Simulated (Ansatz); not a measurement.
`PBS`, relaxed with RKS PBE-D4/def2-SVP in Ansatz 0.2.0 from a rough embedded geometry. The force threshold is 0.03 eV/Å; the program also tests the step.

The species carries charge 0 and has multiplicity 1.

Start:

```xyz
7

P     0.229   -1.257   -0.604
B     0.182    0.427    0.256
S    -0.532    0.510    1.963
H    -0.287   -0.741   -1.804
H     1.655   -1.098   -1.055
H     0.589    1.409   -0.274
H    -1.836    0.751    1.519
```

Q: By how much does the energy fall, and how many steps does the optimiser take? (An estimate is asked.)

A: The calculation gave: 31.54 kcal/mol, in 23 steps, 2 of them rejected.

Q: Which bonds change most? (Best estimate.)

A: Ansatz gave: P1–H5 from 1.503 to 1.434 Å; B2–S3 from 1.853 to 1.786 Å; S3–H7 from 1.399 to 1.367 Å; P1–H4 from 1.404 to 1.436 Å.

Q: Give the relaxed structure. (Estimate.)

A: Computed: 
```xyz
7

P     0.561   -1.136   -0.502
B     0.429    0.553    0.365
S    -0.935    1.136    1.359
H    -0.778   -1.273   -1.004
H     1.156   -0.696   -1.730
H     1.407    1.273    0.402
H    -1.840    0.142    1.110
```
